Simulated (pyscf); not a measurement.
7 gas-phase steps of one pattern: four-centre exchange on the singlet surface, Ge–N + H–H or H–H + N–Si or H–H + P–Si broken and Ge–H + H–N or H–N + H–Si or H–P + H–Si formed. PySCF, gas phase, ωB97X-D3(BJ)/def2-SVP geometries. Electronic energies in kcal/mol, from the separated reactants; ΔE‡ at ωB97M-D3(BJ)/def2-TZVP, beside the barrier at r²SCAN/def2-TZVP on the same structures. Rows were drawn at random from the steps of this pattern with a verified saddle, stable references and no exit in the data more than 5 kcal/mol lower.

| row | step | ΔE‡(r²SCAN) | ΔE‡ |
|---|---|---|---|
| 1 | H₂N–GeH₃ + H₂ → GeH₄ + NH₃ | 42.3 | 44.5 |
| 2 | H₂N–GeH₂–F + H₂ → F–GeH₃ + NH₃ | 37.2 | ? |
| 3 | H₃Si–PH–PH₂ + H₂ → H₂P–PH₂ + SiH₄ | 62.6 | 67.3 |
| 4 | H₂N–SiH₃ + H₂ -> SiH₄ + NH₃ | 44.5 | 46.8 |
| 5 | H₂N–SiH(Br)–Br + H₂ → Br–SiH₂–Br + NH₃ | 43.8 | 46.4 |
| 6 | H₂N–SiH₂–O–SiH₃ + H₂ -> H₃Si–O–SiH₃ + NH₃ | 46.1 | 47.8 |
| 7 | H₂N–SiH(NH₂)–Cl + H₂ -> H₂N–SiH₂–Cl + NH₃ | 43.9 | 46.3 |

Problem. Fit ΔE‡ = a + b·ΔE‡(r²SCAN) to the other rows and predict row 2.

Solution. Over the 6 complete rows the means are +47.2 (ΔE‡(r²SCAN)) and 49.9 (ΔE‡); least squares gives b = 1.13 and a = -3.5 kcal/mol, with residuals of 0.4 kcal/mol (root mean square; largest 0.8, row 6). For row 2: -3.5 + 1.13 × (+37.2) = 38.5 kcal/mol, an extrapolation. The computed barrier is 39.9 kcal/mol, 1.4 over the line. The line follows the complete rows closely but misses this one by more than their scatter. Each barrier is that of the saddle found. Elements up to Kr have no core potential and no relativistic terms here.
